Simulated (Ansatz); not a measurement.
**CH₅NO₂: one species, many methods**

How much do the methods differ for CH₅NO₂? The plan is to run it at one geometry with functionals of several rungs and with coupled cluster, and see how far each lands from CCSD(T) at the basis-set limit for the atomisation energy.

Method: functionals in def2-TZVPP, the program's frozen cores in correlated methods; program: Ansatz 0.2.0, Gaussian basis.

Levels to be run: LDA (SPW92), PBE-D4, revPBE-D4, BLYP-D4, r2SCAN-D4, B97M-V, PBE0-D4, B3LYP-D4, r2SCANh-D4, r2SCAN0-D4, HSE06-D4, BHLYP-D4, CAM-B3LYP-D4, LC-ωPBE, ωB97X-V, ωB97M-V, B2PLYP, PBE-QIDH; CCSD(T)/def2-SVP; CCSD(T)/def2-TZVPP; MP2/def2-QZVPP; extrapolation to the limit; RPA on PBE.

### 1 Structure used throughout

All runs share one geometry, relaxed beforehand with PBE0-D4 in a triple-zeta def2 set.

SMILES `NC(O)O`, 9 atoms, charge 0, spin multiplicity 1.

Atoms are counted from 1 here; the program's logs count them from 0.

Bond lengths: N1–C2 1.431 Å, N1–H5 1.011 Å, N1–H6 1.011 Å, C2–O3 1.398 Å, C2–O4 1.390 Å, C2–H7 1.101 Å, O3–H8 0.961 Å, O4–H9 0.966 Å. Angles: C2–N1–H5 110.6°, C2–N1–H6 110.7°, H5–N1–H6 109.4°, N1–C2–O3 105.1°, N1–C2–O4 110.0°, N1–C2–H7 114.9°, O3–C2–O4 112.8°, O3–C2–H7 110.0°, O4–C2–H7 104.3°, C2–O3–H8 107.2°, C2–O4–H9 105.7°.

### 2 LDA

This LDA is Slater exchange with PW92 correlation.

in.yaml reads:

```yaml
crystal:
  periodic: [false, false, false]
  atoms:
    - {symbol: N, position_ang: [-0.390370, 0.997679, -0.461514]}
    - {symbol: C, position_ang: [0.291012, -0.141897, 0.073161]}
    - {symbol: O, position_ang: [-0.177004, -1.228450, -0.672434]}
    - {symbol: O, position_ang: [0.019562, -0.263663, 1.431256]}
    - {symbol: H, position_ang: [-0.387225, 0.972503, -1.472461]}
    - {symbol: H, position_ang: [0.044207, 1.854115, -0.146162]}
    - {symbol: H, position_ang: [1.389918, -0.093287, 0.019138]}
    - {symbol: H, position_ang: [0.230542, -2.019401, -0.309235]}
    - {symbol: H, position_ang: [-0.932043, -0.123897, 1.521151]}
basis:
  gaussian: {orbitals: def2-TZVPP}
hamiltonian: {xc: lda}
output: {orbitals: {seedname: orbitals}}
```

Started as:

```bash
$ ansatz run in.yaml --threads 2 --pin off --events-out ev --progress --plain --max-ram 4352MiB
```

The runs that follow: PBE-D4 (GGA); revPBE-D4 (GGA); BLYP-D4 (GGA); r2SCAN-D4 (meta-GGA); B97M-V (meta-GGA); B3LYP-D4 (hybrid); r2SCANh-D4 (hybrid); r2SCAN0-D4 (hybrid); HSE06-D4 (hybrid); BHLYP-D4 (hybrid); CAM-B3LYP-D4 (range-separated); LC-ωPBE (range-separated); ωB97X-V (range-separated); ωB97M-V (range-separated); B2PLYP (double hybrid); PBE-QIDH (double hybrid); CCSD(T) in def2-SVP; CCSD(T) in def2-TZVPP; MP2 in def2-QZVPP; RPA on PBE orbitals.

Q: Predict the results of all the runs planned. Wanted: atomisation energy, CCSD(T)/CBS; farthest beyond LDA; mean size of error, GGA; mean size of error, meta-GGA; mean size of error, hybrid; mean size of error, range-separated; mean size of error, double hybrid; gap, smallest and largest; T1 diagnostic.

**Answer**, as computed:

| quantity | value |
| --- | --- |
| atomisation energy, CCSD(T)/CBS | 3345.5 kJ/mol |
| functionals within 16.7 kJ/mol (0.5 %) | revPBE-D4, BLYP-D4, r2SCAN-D4, PBE0-D4, B3LYP-D4, HSE06-D4, CAM-B3LYP-D4, LC-ωPBE, ωB97X-V, ωB97M-V |
| farthest beyond LDA | BHLYP-D4 (-165.1 kJ/mol) |
| mean size of error, GGA | 40.1 kJ/mol |
| mean size of error, meta-GGA | 20.1 kJ/mol |
| mean size of error, hybrid | 57.0 kJ/mol |
| mean size of error, range-separated | 8.9 kJ/mol |
| mean size of error, double hybrid | 50.3 kJ/mol |
| gap, smallest and largest | 6.11 eV (BLYP-D4), 13.60 eV (LC-ωPBE) |
| T1 diagnostic | 0.0107 |
| triples share of the correlation energy | 3.6 % |

In words: LDA overbinds by 596.9 kJ/mol (18 %). PBE-D4 is off by +93.5 kJ/mol. Double hybrids carry the basis error of their MP2 part in triple zeta, and no dispersion term here, so their miss is partly the set-up's. Taken by rung, range-separated functionals do best (8.9 kJ/mol on average) and hybrid ones worst beyond LDA (57.0 kJ/mol). The mean of the hybrids holds BHLYP, with half exact exchange. Misses under about 16.7 kJ/mol are within the doubt on the reference itself, which lacks core-valence correlation, relativity and higher excitations. Hartree-Fock recovers 66 % of the binding; the rest is correlation. CCSD(T) in def2-SVP is off by -228.7 kJ/mol, more than most functionals: a good method in a small basis is no reference. Orbital gaps span 6.1 to 13.6 eV; exact exchange widens them.
